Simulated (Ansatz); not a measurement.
## AsF₂⁺, triplet: reading a ladder of total energies

Geometry: that of the AsF2, doublet, kept fixed. The singlet lies 3.9 eV lower here.

```xyz
3

As    0.0000   -0.3875    0.0000
F     0.0000    0.7641   -1.2906
F     0.0000    0.7641    1.2906
```

Basis cc-pVDZ; Ansatz 0.2.0. Correlated methods freeze the noble-gas cores and the filled d shells of p-block atoms, which leaves 18 electrons in 39 orbitals. Prefix R: restricted or restricted open-shell reference; prefix U: unrestricted. No spin–orbit coupling is included, and no scalar relativity.

Full CI isn't at hand for all of this; UCCSDT(Q) serves as the reference, and is uncertain by about the last step of the cluster series.

Runs differ by some tens of microhartree through their thresholds and, for an open shell, their frozen cores, so steps under 0.03 kcal/mol mean nothing.

```tsv
level	total energy (hartree)
UHF	-2432.615021
UMP2	-2433.065151
UCCSD	-2433.077030
UCCSD(T)	-2433.088955
UCCSDT	-2433.090386
UCCSDT(Q)	-2433.092218
```

Q: What is the correlation energy at UCCSDT(Q), and what share of it do UMP2 and UCCSD(T) recover?

A: E(corr) = -2433.092218 − (-2432.615021) = -0.477197 hartree = -12.985 eV. UMP2: -0.450130 / -0.477197 = 94.33 %. UCCSD(T): -0.473934 / -0.477197 = 99.32 %.

Q: By how many kcal/mol does UCCSD(T) miss UCCSDT(Q) (1 hartree = 627.509 kcal/mol), and which steps make up the rest?

A: -2433.088955 − (-2433.092218) = 0.003263 hartree = 2.05 kcal/mol. Steps: UCCSDT − UCCSD(T) = -0.90, UCCSDT(Q) − UCCSDT = -1.15 kcal/mol. Differences between like states or geometries often cancel part of this.
